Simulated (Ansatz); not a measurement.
BCl2H (BHCl₂), 4 atoms. Hardware: 2 threads of Arm Neoverse V2 on a shared host.

Correlated methods freeze 11 core orbitals.

Task: How many basis functions does each of these Ansatz runs have, and roughly what does it cost? r2SCAN-D4/def2-TZVP, charge 0 triplet at the geometry of the charge 0 singlet, energy, from earlier orbitals; CAM-B3LYP-D4/def2-TZVP, charge 1 doublet at the geometry of the charge 0 singlet, energy, from earlier orbitals; r2SCAN-D4/def2-TZVP, charge 0 singlet, frequencies; B97M-V/def2-TZVP, charge 0 singlet, energy, from earlier orbitals; PBE0-D4/def2-TZVP, charge 0 triplet at the geometry of the charge 0 singlet, energy; LC-ωPBE/def2-TZVP, charge 0 singlet, energy, from earlier orbitals; LDA (SPW92)/def2-TZVP, charge 0 singlet, energy, from earlier orbitals; PBE-D4/def2-TZVP, charge 1 doublet at the geometry of the charge 0 singlet, energy, from earlier orbitals; HSE06-D4/def2-TZVP, charge 1 doublet at the geometry of the charge 0 singlet, energy, from earlier orbitals; r2SCANh-D4/def2-TZVP, charge 0 singlet, energy, from earlier orbitals; PBE-D4/def2-TZVP, charge 1 doublet, energy, from earlier orbitals; PBE-QIDH/def2-TZVP, charge 0 singlet, energy, from earlier orbitals.

Result: Other jobs shared the machine, so times can vary by a factor of up to 3. A dash marks memory too small to be measured apart from the calling script's.

```csv
run,functions,fitting or Cholesky vectors,wall time,peak host memory (GiB)
"LDA (SPW92)/def2-TZVP, charge 0 singlet, energy, from earlier orbitals",111,725,0.4 s,–
"LC-ωPBE/def2-TZVP, charge 0 singlet, energy, from earlier orbitals",111,725,0.9 s,–
"PBE-D4/def2-TZVP, charge 1 doublet, energy, from earlier orbitals",111,725,1.2 s,–
"PBE-D4/def2-TZVP, charge 1 doublet at the geometry of the charge 0 singlet, energy, from earlier orbitals",111,725,1.3 s,–
"PBE-QIDH/def2-TZVP, charge 0 singlet, energy, from earlier orbitals",111,678,1.7 s,–
"r2SCANh-D4/def2-TZVP, charge 0 singlet, energy, from earlier orbitals",111,725,1.8 s,–
"HSE06-D4/def2-TZVP, charge 1 doublet at the geometry of the charge 0 singlet, energy, from earlier orbitals",111,749,1.9 s,–
"B97M-V/def2-TZVP, charge 0 singlet, energy, from earlier orbitals",111,725,2.6 s,–
"PBE0-D4/def2-TZVP, charge 0 triplet at the geometry of the charge 0 singlet, energy",111,749,3.1 s,–
"r2SCAN-D4/def2-TZVP, charge 0 triplet at the geometry of the charge 0 singlet, energy, from earlier orbitals",111,725,3.2 s,–
"CAM-B3LYP-D4/def2-TZVP, charge 1 doublet at the geometry of the charge 0 singlet, energy, from earlier orbitals",111,739,3.8 s,–
"r2SCAN-D4/def2-TZVP, charge 0 singlet, frequencies",111,725,23 s,–
```
